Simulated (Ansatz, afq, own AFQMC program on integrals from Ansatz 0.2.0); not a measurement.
AFQMC on a folder of integrals that Ansatz 0.2.0 wrote.

```yaml
crystal:
  periodic: [false, false, false]
  atoms:
    - {symbol: F, position_ang: [-0.102851, -0.297982, 1.682230]}
    - {symbol: Al, position_ang: [-0.000003, 0.000001, 0.000001]}
    - {symbol: F, position_ang: [-1.360992, 0.907809, -0.502848]}
    - {symbol: F, position_ang: [0.035005, -1.489581, -0.842132]}
    - {symbol: F, position_ang: [1.428831, 0.879753, -0.337250]}
basis:
  gaussian: {orbitals: def2-SVPD}
total_charge: -1
magnetization: {spin_polarized: false}
correlation: {method: ccsd_t, electrons: outside_noble_gas, hamiltonian_folder: ham}
```

```sh
$ ansatz run in.yaml --threads 1 --pin off --events-out ev --progress --plain --max-ram 24576MiB --backend cuda --devices 0, --max-vram 18GiB
```

afq runs on the folder ham with

```
--method phaseless --trial cisd --walkers 2100 --populations 20 --least-time 60 --time-step 0.005 --steps-per-block 50 --equilibration-blocks 28 --max-blocks 4000 --target-error 0.00034 --factor-cut 1e-05 --seed 42 --release-times 0.21,0.42,0.63,0.9 --release-step 0.03 --release-every 5 --taylor-order 6
```

Times are imaginary, in 1/Eh. The walk had a cap of 258 s. With eight or more populations the least sampling time is a fifth of least-time, and the error comes from their spread.

afq prints:

```
orbitals 107  electrons 16 16  factors 896 of 1096
reference energy -639.69830844 Eh
CCSD correlation -0.87297145 Eh in 10 cycles, weight of the determinant in the CISD state 0.8222
energy of the start -640.571275 Eh
 block  time / (1/Eh)  mean weight  energy / Eh
     1     0.250  1.0000  -640.548228
     2     0.500  1.0005  -640.570215
     3     0.750  1.0003  -640.575446
     4     1.000  1.0001  -640.583338
     5     1.250  1.0000  -640.586602
     7     1.750  1.0001  -640.592026
     9     2.250  0.9991  -640.592461
    13     3.250  0.9991  -640.591686
    21     5.250  1.0011  -640.587474
    29     7.250  0.9996  -640.593651
    37     9.250  0.9999  -640.593078
    45    11.250  1.0005  -640.591127
    53    13.250  0.9997  -640.585186
    61    15.250  1.0008  -640.593050
    69    17.250  0.9997  -640.592801
    77    19.250  1.0007  -640.593749
    85    21.250  1.0011  -640.590749
    93    23.250  0.9994  -640.591163
   101    25.250  0.9993  -640.592137
   109    27.250  1.0001  -640.592429
   117    29.250  1.0005  -640.589671
   125    31.250  0.9994  -640.589571
   133    33.250  1.0006  -640.589070
   141    35.250  0.9997  -640.587983
   149    37.250  1.0006  -640.592005
   157    39.250  1.0008  -640.593986
   165    41.250  1.0008  -640.596162
   173    43.250  1.0012  -640.595073
   181    45.250  0.9999  -640.591728
   189    47.250  0.9998  -640.587599
   197    49.250  0.9992  -640.588575
error from the spread of 20 populations
released: time / (1/Eh)  energy / Eh  error  mean overlap
  0.21  -640.591629  0.000440  0.9933
  0.42  -640.591045  0.000368  0.9923
  0.63  -640.591633  0.000555  0.9907
  0.90  -640.592325  0.000798  0.9770
energy -640.591149 +/- 0.000322 Eh
(rows thinned)
```

The run passed its tests (sampling time, drift between the halves within three errors, error under three times the target), which doesn't prove that it has relaxed, ending at its cap on processor time.

Against this walk (error 8.8 meV) on the same determinant: CCSD(T) 69.8 meV higher. The error is statistical and leaves out the bias of the constraint. Released to 0.63 1/Eh the energy moves by -13 ± 17 meV (both errors), within twice the noise.

Cautions: constraint bias not in the error.

The walk took 4.3 min on 1 × NVIDIA H100 80GB HBM3 with 2 threads of AMD EPYC 7R13 Processor (Zen 3), with other jobs on the host (the card was shared). The log's last line is the phaseless energy.

A walk keeps the symmetry of its determinant, which the program's search chose and which needn't be the lowest solution, so a lower state of the same spin and another symmetry isn't excluded.
